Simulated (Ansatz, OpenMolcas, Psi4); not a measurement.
**CF+ (SMILES [C+]F): methods side by side**

CF+ has 2 atoms, charge +1, and is taken as a singlet. SMILES: `[C+]F`. The shape is that of a PBE0-D4/def2-TZVP optimisation.

```xyz
2

C     0.4923   -0.1608    0.2532
F    -0.4923    0.1608   -0.2532
```

Quantity: the vertical energy of the triplet above the singlet, in eV. The values are calculated.

```json
{"level": "HF/aug-cc-pVTZ", "kind": "Hartree–Fock", "program": "OpenMolcas", "value (eV)": "3.63", "less CCSD(T)/aug-cc-pVTZ": "-1.33", "CPU time (all runs)": "21 s"}
{"level": "SVWN5/aug-cc-pVTZ", "kind": "LDA", "program": "Psi4", "value (eV)": "4.71", "less CCSD(T)/aug-cc-pVTZ": "-0.25", "CPU time (all runs)": "46 s"}
{"level": "BLYP/aug-cc-pVTZ", "kind": "GGA", "program": "Ansatz", "value (eV)": "4.77", "less CCSD(T)/aug-cc-pVTZ": "-0.19", "CPU time (all runs)": "5.2 s"}
{"level": "M06-2X/aug-cc-pVTZ", "kind": "hybrid meta-GGA", "program": "OpenMolcas", "value (eV)": "4.75", "less CCSD(T)/aug-cc-pVTZ": "-0.21", "CPU time (all runs)": "58 s"}
{"level": "CAM-B3LYP/aug-cc-pVTZ", "kind": "range-separated hybrid", "program": "Psi4", "value (eV)": "4.69", "less CCSD(T)/aug-cc-pVTZ": "-0.27", "CPU time (all runs)": "63 s"}
{"level": "B2PLYP/aug-cc-pVTZ", "kind": "double hybrid", "program": "Ansatz", "value (eV)": "4.76", "less CCSD(T)/aug-cc-pVTZ": "-0.20", "CPU time (all runs)": "5.9 s"}
{"level": "RPA@PBE/aug-cc-pVTZ", "kind": "RPA", "program": "Ansatz", "value (eV)": "4.99", "less CCSD(T)/aug-cc-pVTZ": "+0.03", "CPU time (all runs)": "8.2 s"}
{"level": "MP2/aug-cc-pVTZ", "kind": "perturbation theory", "program": "Ansatz", "value (eV)": "4.73", "less CCSD(T)/aug-cc-pVTZ": "-0.23", "CPU time (all runs)": "2.4 s"}
{"level": "CCSD(T)/aug-cc-pVTZ, open shells restricted", "kind": "coupled cluster or CI", "program": "OpenMolcas", "value (eV)": "4.96", "less CCSD(T)/aug-cc-pVTZ": "0.00", "CPU time (all runs)": "58 s"}
{"level": "CCSD(T)/aug-cc-pVTZ", "kind": "coupled cluster or CI", "program": "Ansatz", "value (eV)": "4.96", "less CCSD(T)/aug-cc-pVTZ": "0.00", "CPU time (all runs)": "14 s"}
```

CCSD(T)/aug-cc-pVTZ, open shells restricted is the highest level here, not the true value. The values span 3.63 to 4.99 eV. Times are those of the runs behind each value, whatever else they computed, on shared processors of several kinds: orders of magnitude only.
